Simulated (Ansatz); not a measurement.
Basis-set extrapolation for ClH$_{2}$SSi, SMILES `S[SiH]Cl` radical (PBE0-D4/def2-TZVP geometry, frozen core, Ansatz 0.2.0). Multiplicity 2, UHF reference.

```csv
,def2-TZVPP,def2-QZVPP
HF,-1147.207283,-1147.240384
MP2 correlation,-0.465149,-0.509402
CCSD(T) correlation,-0.533672,not run
```

Energies in hartree. Use E(X) = E(∞) + A·exp(−7.88·√X) for Hartree–Fock and E(X) = E(∞) + B·X^(−2.97) for correlation, with X = 3 and 4, and add CCSD(T) minus MP2 of the smaller set to the MP2 limit.

Q: What is the CCSD(T) energy at the basis-set limit?

A: HF limit: -1147.240384 + (-0.033101) × 0.13774 = -1147.24494. MP2 limit: -0.509402 + (-0.044253) × 0.74074 = -0.54218. Higher-order term: -0.533672 − (-0.465149) = -0.06852. Total: -1147.85564 hartree, 3.12 eV below CCSD(T)/def2-TZVPP.
